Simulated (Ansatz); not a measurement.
S₄, relaxed as a singlet with RKS PBE0-D4/def2-TZVP in Ansatz, starting from the GFN2-xTB geometry. Force threshold 0.02 eV/Å.

The restricted singlet is unstable: a solution with broken spin symmetry lies lower. The structure comes from a short search, and lower isomers may exist.

Start:

Cartesian coordinates in Å:
```
S 1.498 0.427 0.969
S -1.008 -0.307 -0.954
S 1.090 0.206 -0.888
S -1.580 -0.326 0.873
```

(1) Estimate the energy that the relaxation releases and the steps that it takes.

(2) Does the start keep its bonding and symmetry?

(3) Predict the relaxed structure.

Results:

(1) 0.05 eV, in 5 steps; 7 s on 4 threads of Arm Neoverse V1 on a shared host. No frequencies were taken in this run, so the end may be a saddle point.

(2) By distances, no bond broke or formed. The bond that changes most is S2–S3, from 2.16 to 2.07 Å (atoms count from 1). Point group C2v at the start, C2v at the end, both within 0.05 Å.

(3) 
```tsv
atom	x (Å)	y (Å)	z (Å)
S1	1.4909	0.4244	0.9546
S2	-0.9663	-0.2962	-0.9382
S3	1.0472	0.1968	-0.8756
S4	-1.5718	-0.3250	0.8592
```
Bond lengths: 3 × S–S 1.90 to 2.07 Å.
